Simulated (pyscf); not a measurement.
Structures and frequencies: ωB97X-D3(BJ)/def2-SVP in PySCF.

Task: Estimate the classical barrier height and the reaction energy of H₃C–SnH₃ + SnH₃• → H₃C–SnH₂• + SnH₂ [singlet] + hydrogen (H₂) at ωB97M-D3(BJ)/def2-TZVP. The step runs on the doublet surface, breaks H–Sn, H–Sn and forms H–H; take the separated reactants as zero.

Result: ΔE‡ = 24.3 kcal/mol, ΔE = +22.9 kcal/mol. Zero-point energy shifts the barrier by -1.4 kcal/mol. It is a concerted fragmentation, with an imaginary mode of 902i cm⁻¹. On the product side the descent ends in a bound adduct, 8.3 kcal/mol under the separated species and 5.8 kcal/mol under the saddle at ωB97X-D3(BJ)/def2-TZVP. One saddle was located; it need not be the lowest between these sides. Elements past Kr carry the def2 core potentials, without spin-orbit coupling.
